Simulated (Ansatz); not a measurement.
# BH2O2 radical (SMILES [O]BO): one structure at several levels

An exercise on one series of results from a longer session: the logs are not shown, and one member is left open.

Computed with Ansatz 0.2.0, Gaussian basis. Level: single points in def2-TZVPP.

Correlated methods freeze the cores. Orbitals are unrestricted.

### Starting geometry

SMILES `[O]BO`, 5 atoms, charge 0, spin multiplicity 2.

Atoms are counted from 1 here; the program's logs count them from 0.

Bond lengths: O1–B2 1.266 Å, B2–O3 1.345 Å, B2–H4 1.245 Å, O3–H5 0.958 Å. Angles: O1–B2–O3 141.2°, O1–B2–H4 109.3°, O3–B2–H4 109.4°, B2–O3–H5 113.2°.

As a file:

```
O    -0.2939   -1.4081   -0.3909
B    -0.2595   -0.1619   -0.1711
O     0.5134    0.7809    0.3978
H    -1.3229    0.3547   -0.5602
H     1.3399    0.4372    0.7381
```

The first run:

run/in.yaml

```yaml
crystal:
  periodic: [false, false, false]
  atoms:
    - {symbol: O, position_ang: [-0.293900, -1.408100, -0.390900]}
    - {symbol: B, position_ang: [-0.259500, -0.161900, -0.171100]}
    - {symbol: O, position_ang: [0.513400, 0.780900, 0.397800]}
    - {symbol: H, position_ang: [-1.322900, 0.354700, -0.560200]}
    - {symbol: H, position_ang: [1.339900, 0.437200, 0.738100]}
basis:
  gaussian: {orbitals: def2-TZVPP}
magnetization: {spin_polarized: true, initial_magnetization: 1}
correlation: {method: ccsd_t}
scf: {omitted_lower_state_checks: [cluster_reference]}
output: {forces: true}
```

The command line of these runs was not kept.

Steps of the session up to this table: CCSD(T)/def2-TZVPP; PBE0-D4/def2-TZVPP; wB97M-V/def2-TZVPP; r2SCAN-D4/def2-TZVPP; PBE-D4/def2-TZVPP; r2SCANh-D4/def2-TZVPP; B97M-V/def2-TZVPP.

One of the session's tables, all rows but one given; the rest of the session is left out.

| method | RMS force component (eV/Å) | angle to CCSD(T) forces (°) | dipole (D) |
| --- | --- | --- | --- |
| CCSD(T) | 1.215 | reference | 1.56 |
| PBE0-D4 | 0.945 | 5.6 | 1.57 |
| wB97M-V | ? | ? | ? |
| r2SCAN-D4 | 0.890 | 5.1 | 1.60 |
| PBE-D4 | 0.854 | 19.9 | 1.58 |
| r2SCANh-D4 | 0.940 | 5.3 | 1.60 |
| B97M-V | 0.934 | 6.3 | 1.64 |

**Question.** Estimate the row for wB97M-V.

The run gave: RMS force component (eV/Å): 1.027; angle to CCSD(T) forces (°): 3.6; dipole (D): 1.59. In the column «RMS force component (eV/Å)» it lies between PBE0-D4 (0.945) and CCSD(T) (1.215).
